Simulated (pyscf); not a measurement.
CH₄ + H₃C–Si•(CH₃)–OH -> H₃C–Si(CH₃)(CH₃)–OH + H•, a substitution at C (doublet surface; C–H broken, C–Si formed). Structures and frequencies: ωB97X-D3(BJ)/def2-SVP in PySCF. Energies in kcal/mol from the separated reactants.

Small-basis levels: PySCF, no dispersion term, spherical d functions. AM1 to PM7: differences of heats of formation from MOPAC, which are fitted to 298 K values and so differ in kind from electronic energies by zero-point and thermal terms. GFN2-xTB: tblite. Open shells are spin-unrestricted. 

| level | barrier | reaction energy |
|---|---|---|
| B3LYP/3-21G | 46.1 | +20.3 |
| B3LYP/6-31G* | 48.5 | +21.7 |
| PBE/def2-SVP | 39.9 | +17.4 |
| GFN2-xTB | 51.0 | +13.0 |
| PM3 | [?] | +27.8 |
| PM6 | [?] | +9.2 |
| PM7 | 42.5 | +28.4 |
| ωB97M-D3(BJ)/def2-TZVP | [?] | +13.5 |

Task: Fill in the missing entries.

Result: 
- PM3, barrier: 26.3
- PM6, barrier: 33.9
- ωB97M-D3(BJ)/def2-TZVP, barrier: 45.5

Against the last row the barrier runs from -19.2 (PM3) to +5.5 kcal/mol (GFN2-xTB). At PM3 this geometry lies under one side, so the entry may be no barrier of that level: it is a single point on another level's saddle. ωB97M-D3(BJ)/def2-TZVP has limits of its own. This is the saddle that the search found; another between the same sides may lie lower. The angle at the attacked C is 178°.
